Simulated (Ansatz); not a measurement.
**SiH4O (silanol) at B3LYP/6-31G(d) (Cartesian functions)**

Aim: the energy change on altering one bond length of SiH4O (silanol) at B3LYP/6-31G* (Cartesian functions), from 2 runs. 

Program for the calculation: Ansatz 0.2.0.

47 further runs of the same task are left out: 47 set aside as unsound or not needed.

## Step 1: The structure to begin with

SiH4O: 6 atoms, total charge 0, spin state singlet. SMILES: `O[SiH3]`. The shape is that of a PBE0-D4/def2-TZVP optimisation.

Bond lengths: O1–Si2 1.648 Å, O1–H3 0.957 Å, Si2–H4 1.489 Å, Si2–H5 1.481 Å, Si2–H6 1.489 Å. Angles: O1–Si2–H4 111.7°, O1–Si2–H5 105.9°, O1–Si2–H6 111.7°, Si2–O1–H3 117.9°, H4–Si2–H5 109.9°, H4–Si2–H6 107.9°, H5–Si2–H6 109.9°.

## Step 2: A single-point energy at B3LYP/6-31G(d) (Cartesian functions)

Contents of run.yaml:

```yaml
basis:
  gaussian: {orbitals: "6-31G*"}
crystal:
  periodic: [false, false, false]
  atoms:
    - {symbol: O, position_ang: [0.636700, -1.030300, 0.419000]}
    - {symbol: Si, position_ang: [-0.035700, 0.346500, -0.187000]}
    - {symbol: H, position_ang: [0.069100, -1.629200, 0.904700]}
    - {symbol: H, position_ang: [-1.128300, 0.045700, -1.152800]}
    - {symbol: H, position_ang: [1.060500, 1.064900, -0.875600]}
    - {symbol: H, position_ang: [-0.602300, 1.202400, 0.891700]}
magnetization: {spin_polarized: false, initial_magnetization: 0}
hamiltonian: {xc: {name: B3LYP}}
accuracy: high
output: {orbitals: {seedname: orbitals}}
```

On the command line:

```sh
$ ansatz run run.yaml --threads 1 --pin off --max-ram 3480MiB --events-out events.jsonl --progress --plain --runs-dir runs
```

The program printed:

```text
Warning: RAYON_NUM_THREADS=1 ignored (pool sized by the plan → 1); use --threads N
Functional definition: B3LYP
  name "B3LYP"
  parameter a0 = 0.2
  parameter ax = 0.72
  parameter ac = 0.81
  exchange = (1 - a0 - ax)*slater_x + ax*b88_x + a0*exact_x
  correlation = (1 - ac)*vwn_rpa_c + ac*lyp_c
877 factors; integrals over basis functions are off by at most 3.6e-9 eV
mean field evaluation 1: about -9986.4819 eV, gradient 4.8e1 eV
mean field evaluation 2: about -9977.7952 eV, gradient 8.4e1 eV
mean field evaluation 4: about -9990.4561 eV, gradient 9.5e-1 eV
mean field evaluation 8: about -9990.4570 eV, gradient 4.2e-3 eV
mean field evaluation 16: about -9990.4570 eV, gradient 9.3e-9 eV
mean field -9990.45698643 eV, -367.1425224764 hartree, gradient 9.8e-9 eV, S^2 0.000000; 0 other end points of the search recorded, 0 dependent functions left out
reference -9990.45702098 eV, -367.1425237459 hartree; 13, 13 occupied and 29, 29 virtual orbitals, 877 factors
Total energy: -9990.45702098 eV, -367.1425237459 hartree
```

Run time: 2 s. Hardware: 1 thread of Arm Neoverse V1, shared host; peak memory 0.11 GiB.

## Step 3: The distorted shape

Contents of molecule.yaml:

```yaml
crystal:
  periodic: [false, false, false]
  atoms:
    - {symbol: O, position_ang: [1.317795, -0.311646, -0.163819]}
    - {symbol: Si, position_ang: [0.645395, 1.065154, -0.769819]}
    - {symbol: H, position_ang: [0.069100, -1.629200, 0.904700]}
    - {symbol: H, position_ang: [-0.447205, 0.764354, -1.735619]}
    - {symbol: H, position_ang: [1.741595, 1.783554, -1.458419]}
    - {symbol: H, position_ang: [0.078795, 1.921054, 0.308881]}
basis:
  gaussian:
    orbitals: "6-31G*"
total_charge: 0
hamiltonian:
  xc: {name: B3LYP}
accuracy: high
output: {orbitals: {seedname: orbitals}}
```

On the command line:

```sh
$ ansatz run molecule.yaml --threads 1 --pin off --max-ram 3480MiB --events-out events.jsonl --progress --plain --runs-dir runs
```

The program printed (excerpt; [...] marks lines left out):

```text
Warning: RAYON_NUM_THREADS=1 ignored (pool sized by the plan → 1); use --threads N
[... 7 set-up lines as earlier in the session ...]
878 factors; integrals over basis functions are off by at most 3.6e-9 eV
mean field evaluation 1: about -9974.8342 eV, gradient 6.2e1 eV
mean field evaluation 2: about -9915.6571 eV, gradient 1.5e2 eV
mean field evaluation 4: about -9984.6137 eV, gradient 1.1e1 eV
mean field evaluation 8: about -9985.3000 eV, gradient 8.1e-2 eV
mean field evaluation 16: about -9985.2980 eV, gradient 1.2e-5 eV
mean field -9985.29795993 eV, -366.9529317492 hartree, gradient 7.9e-8 eV, S^2 0.000000; 0 other end points of the search recorded, 0 dependent functions left out
reference -9985.29799726 eV, -366.9529331212 hartree; 13, 13 occupied and 29, 29 virtual orbitals, 878 factors
Total energy: -9985.29799726 eV, -366.9529331212 hartree
```

Run time: 2.2 s. Hardware: 1 thread of Arm Neoverse V1, shared host; peak memory 0.11 GiB.

## Step 4: Results

At B3LYP/6-31G* (Cartesian functions):

```
                                                         quantity          value
                                        first shape: total energy  -367.14252 Eh
                                         first shape: HOMO energy       -8.21 eV
                                         first shape: LUMO energy        0.24 eV
                                       first shape: HOMO–LUMO gap        8.45 eV
                                    distorted shape: total energy  -366.95293 Eh
                                     distorted shape: HOMO energy       -7.91 eV
                                     distorted shape: LUMO energy       -5.32 eV
                                   distorted shape: HOMO–LUMO gap        2.58 eV
energy change with the O1–H3 bond stretched from 0.957 to 2.106 Å       5.159 eV
```

**Reading.** One bond (distorted shape) is far stretched, which a spin-restricted single reference describes badly; a broken-symmetry solution may lie lower. With the O1–H3 bond stretched from 0.957 to 2.106 Å the energy rises by 5.16 eV (119 kcal/mol). The first shape isn't relaxed at this level, so the change isn't measured from a minimum. A restricted reference can't describe the breaking bond well at this length.
